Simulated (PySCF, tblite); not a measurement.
**H₃NOSi, a cluster model of a defect: NMR shifts, core binding energies and electronic excitations**

What NMR shifts, core binding energies and electronic excitations should one expect for `N[Si]O`? It is drawn as: twofold Si.

Computed with tblite 0.8.0 and PySCF 2.14.0; each step states its level. No surroundings beyond the atoms listed, unless a continuum is named. Atoms count from 0, parts from 1.

## 1. The system as given

6 atoms, charge 0, multiplicity 1; geometry: distance geometry start.

## 2. Relaxing the cluster with GFN2-xTB

Job settings and geometry (Å):

```
{"job": {"kind": "relax", "xc": "GFN2-xTB", "basis": "xTB"}, "charge": 0, "multiplicity": 1}
Si     0.314138     1.126382    -0.154535
O      1.710195     0.158041    -0.093137
N     -1.203637     0.198690    -0.160117
H      1.537855    -0.739370     0.279380
H     -1.386803    -0.092078     0.838102
H     -1.013657    -0.646493    -0.706659
```

With the program's defaults for keys left out, this is: GFN2-xTB geometry optimisation, gas phase.

Run with:

```console
$ OMP_NUM_THREADS=1 python cluster_run.py task.json out
```

One launch serves the whole session: the jobs run in the order shown.

Standard output:

```text
step      E/eV     max force
  0    -278.60721    2.164
  1    -278.74960    1.516
  2    -278.87398    1.065
  3    -278.91689    0.698
  4    -278.93077    0.316
  5    -278.93610    0.191
  6    -278.93852    0.219
  7    -278.94531    0.406
  8    -278.95302    0.452
  9    -278.96161    0.340
 10    -278.96874    0.304
 11    -278.97382    0.276
 12    -278.98086    0.409
 13    -278.99488    1.358
 14    -279.02359    0.855
 15    -279.04050    2.007
 16    -279.09458    0.434
 17    -279.11655    0.858
 18    -279.13464    0.611
 19    -279.14789    0.357
 20    -279.16506    0.716
 21    -279.17477    0.401
 22    -279.18201    0.352
 23    -279.19821    0.308
 24    -279.20549    0.235
 25    -279.21256    0.201
 26    -279.21471    0.201
 27    -279.21905    0.242
 28    -279.22536    0.315
 29    -279.23399    0.366
 30    -279.24134    0.320
 31    -279.24436    0.234
 32    -279.24580    0.172
 33    -279.24714    0.134
 34    -279.24902    0.122
 35    -279.25247    0.109
 36    -279.25399    0.062
 37    -279.25438    0.068
 38    -279.25448    0.048
 39    -279.25455    0.047
 40    -279.25472    0.047
 41    -279.25488    0.047
 42    -279.25505    0.044
 43    -279.25512    0.021
 44    -279.25513    0.005
```

Run time: 0.74 s. Hardware: 1 thread of Arm Neoverse N1, shared host.

Along the way: (not every step is listed)

```tsv
step	energy from step 0 (eV)	largest force (eV/Å)
0	0.0000	2.1642
1	-0.1424	1.5163
2	-0.2668	1.0654
3	-0.3097	0.6985
4	-0.3236	0.3163
5	-0.3289	0.1910
6	-0.3313	0.2192
7	-0.3381	0.4062
8	-0.3458	0.4514
11	-0.3666	0.2758
14	-0.4164	0.8550
17	-0.5093	0.8582
20	-0.5578	0.7152
23	-0.5910	0.3076
26	-0.6075	0.2009
29	-0.6268	0.3666
32	-0.6386	0.1723
35	-0.6453	0.1089
38	-0.6473	0.0478
39	-0.6473	0.0467
40	-0.6475	0.0465
41	-0.6477	0.0473
42	-0.6478	0.0447
43	-0.6479	0.0203
44	-0.6479	0.0054
```

Distances of close pairs at the start and the end, largest changes first:

```tsv
bond	before (Å)	after (Å)	change (Å)
Si0–O1	1.700	1.626	-0.074
Si0–N2	1.779	1.718	-0.061
N2–H4	1.056	1.005	-0.051
O1–H3	0.987	0.960	-0.027
N2–H5	1.024	1.014	-0.011
```

## 3. Geometry optimisation at PBE0-D3(BJ)/def2-SVP

Job settings and geometry (Å):

```
{"job": {"xc": "PBE0", "basis": "def2-SVP", "d3": "d3bj", "grid": 2, "kind": "geom", "shake": 0.01}, "charge": 0, "multiplicity": 1}
Si     0.402455     1.090852     0.312616
O      1.665484     0.178896    -0.028833
N     -0.956407     0.041334     0.048323
H      1.671462    -0.734722    -0.300253
H     -1.896475     0.313359     0.174500
H     -0.865479    -0.921725    -0.229443
```

Standard output:

```text
step   0  E = -420.85020669  max force = 0.043562
step   1  E = -420.85507908  max force = 0.004087
step   2  E = -420.85520452  max force = 0.001122
step   3  E = -420.85523359  max force = 0.000698
step   4  E = -420.85523957  max force = 0.000474
step   5  E = -420.85524285  max force = 0.000185
optimisation converged
```

It took 14 s on 1 thread of Arm Neoverse N1, shared host; peak memory 0.33 GiB.

Along the way:

```tsv
step	energy from step 0 (eV)	largest force component (eV/Å)
0	0.0000	2.2400
1	-0.1326	0.2102
2	-0.1360	0.0577
3	-0.1368	0.0359
4	-0.1370	0.0244
5	-0.1370	0.0095
```

Close pairs (by a distance rule), those that changed most:

```tsv
bond	before (Å)	after (Å)	change (Å)
Si0–O1	1.595	1.674	+0.079
N2–H4	0.987	1.015	+0.029
O1–H3	0.953	0.964	+0.011
N2–H5	1.006	1.017	+0.011
Si0–N2	1.737	1.728	-0.009
```

The next job starts from the end point, and lists it.

```tsv
at the end point	value
point group (found at 0.08 Å tolerance)	Cs
rotational constants (GHz, main isotopes)	24.000, 8.337, 6.187
dipole moment (D)	3.36
```

## 4. Shielding tensors: PBE0/pcSseg-2

Job settings and geometry (Å):

```
{"job": {"kind": "nmr", "xc": "PBE0", "basis": "pcSseg-2"}, "charge": 0, "multiplicity": 1}
Si     0.363003     1.117003     0.332314
O      1.708691     0.194221    -0.041770
N     -0.920569    -0.013630     0.085929
H      1.617459    -0.728533    -0.305839
H     -1.885044     0.264494     0.238681
H     -0.860952    -0.984918    -0.210853
```

With the program's defaults for keys left out, this is: GIAO PBE0/pcSseg-2 NMR shielding, non-relativistic, gas phase.

Standard output:

```text
coarse grid: 5632 points
cycle   1  E = -421.0088722171  dE =  1.902e-01  |g| = 8.080e-01  |ddm| = 1.813e+00
cycle   2  E = -420.7698852092  dE =  2.390e-01  |g| = 1.360e+00  |ddm| = 1.051e+00
cycle   3  E = -421.1261967739  dE = -3.563e-01  |g| = 1.343e-01  |ddm| = 7.043e-01
cycle   4  E = -421.1289016171  dE = -2.705e-03  |g| = 7.194e-02  |ddm| = 1.058e-01
cycle   5  E = -421.1299396239  dE = -1.038e-03  |g| = 1.295e-02  |ddm| = 4.437e-02
cycle   6  E = -421.1299798977  dE = -4.027e-05  |g| = 2.283e-03  |ddm| = 1.596e-02
cycle   7  E = -421.1299808874  dE = -9.897e-07  |g| = 3.258e-04  |ddm| = 2.278e-03
final grid: 50248 points
cycle   8  E = -421.1303227144  dE = -3.472e-05  |g| = 6.854e-03  |ddm| = 1.279e-02
cycle   9  E = -421.1303053446  dE =  1.737e-05  |g| = 1.147e-02  |ddm| = 8.214e-03
cycle  10  E = -421.1303317431  dE = -2.640e-05  |g| = 6.484e-04  |ddm| = 5.500e-03
cycle  11  E = -421.1303318030  dE = -5.988e-08  |g| = 2.948e-04  |ddm| = 6.731e-04
cycle  12  E = -421.1303318175  dE = -1.444e-08  |g| = 9.606e-05  |ddm| = 1.730e-04
cycle  13  E = -421.1303318192  dE = -1.694e-09  |g| = 1.134e-05  |ddm| = 7.027e-05
cycle  14  E = -421.1303318192  dE = -3.104e-11  |g| = 2.581e-06  |ddm| = 1.230e-05
converged SCF energy = -421.1303318192

GIAO shielding tensors (ppm)
atom      isotropic    diamagn.    paramagn.     s11        s22        s33       span
  0 Si     244.316     875.292    -630.976     21.061    311.173    400.715    379.655
  1 O      183.006     388.945    -205.939     35.199    237.881    275.940    240.741
  2 N      143.348     321.561    -178.212      9.060    174.155    246.830    237.770
  3 H       27.761      33.034      -5.273     22.668     23.048     37.566     14.898
  4 H       27.857      31.676      -3.819     24.127     25.107     34.337     10.210
  5 H       28.038      33.223      -5.185     22.707     24.798     36.608     13.901
```

It took 16 s on 1 thread of Arm Neoverse N1, shared host; peak memory 0.63 GiB.

The references, computed at this level on geometries of the same kind, shield at (ppm): 1H TMS 31.25, 29Si TMS 341.3, 15N NH3 261.7, 17O H2O 328.2. Their shielding less the atom's gives the shift. The references are single molecules in the gas phase, so shifts against H2O, NH3, PH3, H3PO4 or CFCl3 are not on the usual liquid scales and can be off by tens of ppm.

```tsv
atoms	environment	σ (ppm)	δ (ppm)
H3	hydrogen on an oxygen bonded to Si	27.76	3.48
H4	hydrogen on a nitrogen bonded to Si	27.86	3.39
H5	hydrogen on a nitrogen bonded to Si	28.04	3.21
Si0	silicon bonded to N, O	244.3	97.0
O1	oxygen bonded to Si, H	183.0	145.1
N2	nitrogen bonded to Si, 2 H	143.3	118.3
```

Charges from the same density, by scheme (e):

```tsv
atoms	Mulliken	IAO	Hirshfeld	ESP fit
Si0	0.57	0.71	0.25	0.07
O1	-0.52	-0.77	-0.33	-0.48
N2	-0.58	-0.82	-0.32	-0.47
```

Mayer bond orders: Si0–O1 0.89, Si0–N2 0.96.

Orbitals, density, ELF and potential are computed afterwards from the orbital file.

Frontier orbitals at PBE0/pcSseg-2, with the share of their density that lies nearest to each atom:

```tsv
orbital	energy (eV)	lies on
HOMO	-6.91	Si0 80 %; N2 8 %
LUMO	-0.81	Si0 74 %; O1 11 %; N2 10 %
```

ELF in a plane through or near 6 of the atoms.

Ten even steps from '0' (0.00) to '9' (1.00):
```
0000000000000000000000000000
0000000000000000000000000000
0000000000000000000000000000
0000000000000000000000000000
0000000000000002321000000000
0000000122100047885100000000
0000001366400169997100000000
0000003799830169997200000000
0000014799730158986433100000
0000136777751266427998410000
0000258823761477438999510000
0001368866850148768999510000
0000246766407622433665100000
0000011112207711200000000000
0000000002531126510000000000
0000000028999999962000000000
0000000149999999984000000000
0000000028999999851000000000
0000000004799998510000000000
0000000000012221000000000000
```
The map spans 9.0 Å across and 7.6 Å up, centred on the molecule. Atoms in the plane (x, y in Å): Si0 (-0.3, -1.2), O1 (-1.7, -0.3), N2 (0.9, 0.0), H3 (-1.6, 0.7), H4 (1.9, -0.3), H5 (0.8, 1.0).

On the surface of density 0.002 e/bohr³ the electrostatic potential runs, from the 1st to the 99th percentile, from -1.49 V near O1 to 2.47 V near H3.

## 5. Core holes by ΔSCF: SCAN, X2C

The job, as its differences from that of step 4:

```diff
@@ -1,2 +1,2 @@
-{"job": {"kind": "nmr", "xc": "PBE0", "basis": "pcSseg-2"}, "charge": 0, "multiplicity": 1}
+{"job": {"kind": "xps", "holes": 5}, "charge": 0, "multiplicity": 1}
 Si     0.363003     1.117003     0.332314
```

Level: delta-SCF UKS SCAN, pcX-2 on the ionised atom, pcseg-1 elsewhere, spin-free X2C.

Standard output:

```text
ground state, core basis on atom 0 (Si), 103 functions
  cycle   1  E = -421.84066439  |g| = 8.09e-01
  cycle   2  E = -421.40287318  |g| = 1.63e+00
  cycle   3  E = -421.95552115  |g| = 2.42e-01
  cycle   4  E = -421.96704856  |g| = 1.05e-01
  cycle   5  E = -421.96949659  |g| = 2.99e-02
  cycle   6  E = -421.96973740  |g| = 4.45e-03
  cycle   7  E = -421.96974030  |g| = 8.68e-04
  cycle   8  E = -421.96974078  |g| = 1.53e-04
  E(ground) = -421.96601009 Eh
hole in Si 2p of atom 0
  cycle   1  E = -417.70601053  |g| = 1.22e+00
  cycle   2  E = -417.46135632  |g| = 1.18e+00
  cycle   3  E = -417.81776462  |g| = 6.13e-01
  cycle   4  E = -418.00597680  |g| = 8.91e-02
  cycle   5  E = -418.00738012  |g| = 6.52e-02
  cycle   6  E = -418.00828573  |g| = 4.84e-02
  cycle   7  E = -418.00942103  |g| = 3.35e-03
  cycle   8  E = -418.00942519  |g| = 1.11e-03
  cycle   9  E = -418.00942577  |g| = 2.97e-04
  E(ion) = -418.01717777 Eh   <S^2> = 0.7519   hole on atom = 1.003   binding energy = 107.453 eV
  2p3/2 = 107.326 eV   2p1/2 = 107.962 eV
ground state, core basis on atom 1 (O), 92 functions
  cycle   1  E = -421.89779286  |g| = 9.88e-02
  cycle   2  E = -421.89679384  |g| = 7.98e-02
  cycle   3  E = -421.89705335  |g| = 7.17e-02
  cycle   4  E = -421.89810702  |g| = 2.99e-03
  cycle   5  E = -421.89810937  |g| = 8.28e-04
  cycle   6  E = -421.89810950  |g| = 3.86e-04
  E(ground) = -421.93281562 Eh
hole in O 1s of atom 1
  cycle   1  E = -401.29410034  |g| = 2.22e+00
  cycle   2  E = -400.85628248  |g| = 2.18e+00
  cycle   3  E = -402.02832371  |g| = 4.70e-01
  cycle   4  E = -401.98060927  |g| = 4.86e-01
  cycle   5  E = -402.10790980  |g| = 6.71e-02
  cycle   6  E = -402.11047492  |g| = 1.33e-02
  cycle   7  E = -402.11057823  |g| = 2.79e-03
  cycle   8  E = -402.11058279  |g| = 1.01e-03
  cycle   9  E = -402.11058454  |g| = 4.17e-04
  E(ion) = -402.14631820 Eh   <S^2> = 0.7627   hole on atom = 1.000   binding energy = 538.418 eV
ground state, core basis on atom 2 (N), 92 functions
  cycle   1  E = -421.87927215  |g| = 9.41e-02
  cycle   2  E = -421.87722533  |g| = 1.19e-01
  cycle   3  E = -421.87972214  |g| = 3.71e-02
  cycle   4  E = -421.87995695  |g| = 1.37e-02
  cycle   5  E = -421.88000161  |g| = 8.85e-04
  cycle   6  E = -421.88000242  |g| = 1.08e-04
  E(ground) = -421.91568227 Eh
hole in N 1s of atom 2
  cycle   1  E = -406.29420786  |g| = 1.86e+00
  cycle   2  E = -405.69921009  |g| = 2.04e+00
  cycle   3  E = -406.92413541  |g| = 4.51e-01
  cycle   4  E = -406.90213822  |g| = 4.79e-01
  cycle   5  E = -406.99658163  |g| = 5.38e-02
  cycle   6  E = -406.99785549  |g| = 9.12e-03
  cycle   7  E = -406.99790219  |g| = 2.21e-03
  cycle   8  E = -406.99790722  |g| = 7.41e-04
  cycle   9  E = -406.99790712  |g| = 2.53e-04
  E(ion) = -407.03276638 Eh   <S^2> = 0.7651   hole on atom = 1.000   binding energy = 404.985 eV
```

It took 10 s on 1 thread of Arm Neoverse N1, shared host; peak memory 0.32 GiB.

The holes in one table. −ε is the ground-state orbital energy:

```tsv
hole	stands for	environment	ΔSCF (eV; 2p as the shell's mean)	−ε (eV)	⟨S²⟩
Si2p on Si0	Si0	silicon bonded to N, O	107.54	96.2	0.752
O1s on O1	O1	oxygen bonded to Si, H	538.42	516.6	0.763
N1s on N2	N2	nitrogen bonded to Si, 2 H	404.98	386.0	0.765
```

With the spin-orbit splitting: Si0 2p3/2 107.33, 2p1/2 107.96 eV. The table gives each 2p level as the mean over the whole 2p shell (two parts 2p3/2, one part 2p1/2), which differs a little from the single hole in the log.

## 6. Ultraviolet spectrum: CAM-B3LYP/def2-SVPD

The job, as its differences from that of step 5:

```diff
@@ -1,2 +1,2 @@
-{"job": {"kind": "xps", "holes": 5}, "charge": 0, "multiplicity": 1}
+{"job": {"kind": "uv", "xc": "CAM-B3LYP", "basis": "def2-SVPD", "nstates": 6, "ntriplets": 2, "ip": true}, "charge": 0, "multiplicity": 1}
 Si     0.363003     1.117003     0.332314
```

Method: TDDFT CAM-B3LYP/def2-SVPD, vertical, gas phase, core orbitals frozen in the response.

Standard output:

```text
coarse grid: 5632 points
cycle   1  E = -420.9364357298  dE =  1.370e-01  |g| = 7.269e-01  |ddm| = 2.613e+00
cycle   2  E = -420.8438469647  dE =  9.259e-02  |g| = 1.020e+00  |ddm| = 1.221e+00
cycle   3  E = -421.0413568650  dE = -1.975e-01  |g| = 7.548e-02  |ddm| = 6.632e-01
cycle   4  E = -421.0421660167  dE = -8.092e-04  |g| = 4.265e-02  |ddm| = 8.291e-02
cycle   5  E = -421.0425582922  dE = -3.923e-04  |g| = 6.463e-03  |ddm| = 3.790e-02
cycle   6  E = -421.0425698217  dE = -1.153e-05  |g| = 9.206e-04  |ddm| = 1.207e-02
cycle   7  E = -421.0425702250  dE = -4.034e-07  |g| = 2.094e-04  |ddm| = 3.520e-03
final grid: 50248 points
cycle   8  E = -421.1004899011  dE = -9.982e-06  |g| = 2.499e-03  |ddm| = 1.334e-02
cycle   9  E = -421.1004892904  dE =  6.107e-07  |g| = 3.127e-03  |ddm| = 4.149e-03
cycle  10  E = -421.1004913481  dE = -2.058e-06  |g| = 1.676e-04  |ddm| = 2.169e-03
cycle  11  E = -421.1004913529  dE = -4.842e-09  |g| = 1.538e-04  |ddm| = 2.961e-04
cycle  12  E = -421.1004913574  dE = -4.488e-09  |g| = 3.061e-05  |ddm| = 1.138e-04
cycle  13  E = -421.1004913577  dE = -2.406e-10  |g| = 4.942e-06  |ddm| = 4.141e-05
converged SCF energy = -421.1004913577

Static polarisability (au): isotropic 43.861, principal 37.615 44.773 49.195

Singlet excitations
state   eV       nm        f      main configurations
  1   5.3860    230.2   0.12389   H->L 0.98
  2   6.4976    190.8   0.01435   H->L+1 0.56, H-1->L 0.32, H->L+2 0.10
  3   6.6098    187.6   0.12812   H->L+2 0.43, H->L+1 0.35, H-1->L 0.17
  4   6.9688    177.9   0.33584   H-1->L 0.48, H->L+2 0.42
  5   7.0623    175.6   0.02558   H-1->L+1 0.90
  6   7.5763    163.6   0.01748   H-1->L+2 0.88

Triplet excitations (Tamm-Dancoff, eV): 3.2728 5.2481
Vertical ionisation energy (delta-SCF) = 9.3879 eV
```

Run time: 12 s. Hardware: 1 thread of Arm Neoverse N1, shared host; peak memory 0.41 GiB.

The orbitals next to the gap, with their largest atomic shares:

```tsv
orbital	eV	atoms
HOMO−3	-11.60	O1 73 %, Si0 12 %, N2 7 %
HOMO−2	-11.55	O1 74 %, N2 10 %, Si0 8 %
HOMO−1	-9.64	N2 64 %, O1 12 %, Si0 10 %
HOMO	-8.22	Si0 72 %, O1 13 %, N2 12 %
LUMO	0.32	Si0 67 %, O1 17 %, N2 14 %
LUMO+1	0.94	O1 28 %, Si0 23 %, H5 16 %
LUMO+2	1.42	Si0 35 %, O1 23 %, H4 12 %
```

With each of the 6 states as a Gaussian band of 0.4 eV half-width at 1/e, the curve within the window shown has maxima at 230 nm (ε 5,000), 179 nm (ε 17,000) L/(mol cm). Beyond the last state computed it falls off for lack of states. The curve at chosen wavelengths:

(nm, ε (L/mol/cm)): (157, 499), (161, 1330), (165, 3443), (169, 7723), (173, 13180), (177, 16895), (181, 16988), (185, 14172), (189, 10267), (193, 6614), (197, 3826), (201, 2057), (205, 1234), (210, 1287), (214, 1976), (218, 2991), (222, 4027), (226, 4771), (230, 5016), (234, 4731), (238, 4044), (242, 3165), (246, 2287), (250, 1539), (254, 970), (258, 577)

Further results of this job:

```tsv
property	computed
dipole moment (D)	3.09
polarisability (Å³)	6.50
HOMO–LUMO gap (eV)	8.54
−ε(HOMO) (eV)	8.22
```

## 7. Results

| quantity | value |
| --- | --- |
| point group | Cs |
| rotational constants (main isotopes) | 24.00, 8.34, 6.19 GHz |
| 1H shifts against TMS (PBE0/pcSseg-2) | 3.48, 3.39, 3.21 ppm |
| 29Si shifts against TMS (PBE0/pcSseg-2) | 97.0 ppm |
| 17O shifts against H2O (PBE0/pcSseg-2) | 145.1 ppm |
| 15N shifts against NH3 (PBE0/pcSseg-2) | 118.3 ppm |
| surface potential, 1st and 99th percentile | -1.49 V and 2.47 V |
| Si2p binding energies, SCAN/pcX-2 | Si0 107.54 eV |
| O1s binding energies, SCAN/pcX-2 | O1 538.42 eV |
| N1s binding energies, SCAN/pcX-2 | N2 404.98 eV |
| lowest singlet (CAM-B3LYP/def2-SVPD) | 5.39 eV (230 nm), f = 0.124 |
| brightest single state of those computed | state 4, 6.97 eV, f = 0.336 |
| lowest triplet | 3.27 eV |
| vertical ionisation energy (ΔSCF) | 9.39 eV |

What this shows: Relaxing lowered the energy by 0.137 eV in 5 steps; the close pair that moved most is Si0–O1, from 1.595 to 1.674 Å (PBE0/def2-SVP). No frequency check was run at this level, so the end point may be a saddle. At PBE0/pcSseg-2: Shielding is most anisotropic at Si0 (span 380 ppm, paramagnetic term -631 ppm). At PBE0/pcSseg-2, counted by nearest atom on the grid, the HOMO lies on Si0 80 %; N2 8 %, the LUMO on Si0 74 %; O1 11 %. The lowest singlet, at 5.39 eV, is HOMO→LUMO 0.98 and is bright; of the 6 states computed, the strongest absorption comes from state 4 at 6.97 eV. The lowest triplet lies 2.11 eV below the lowest singlet (triplets in Tamm-Dancoff, singlets in full TDDFT). ΔSCF puts the ionisation energy at 9.39 eV, 1.16 eV above −ε(HOMO).
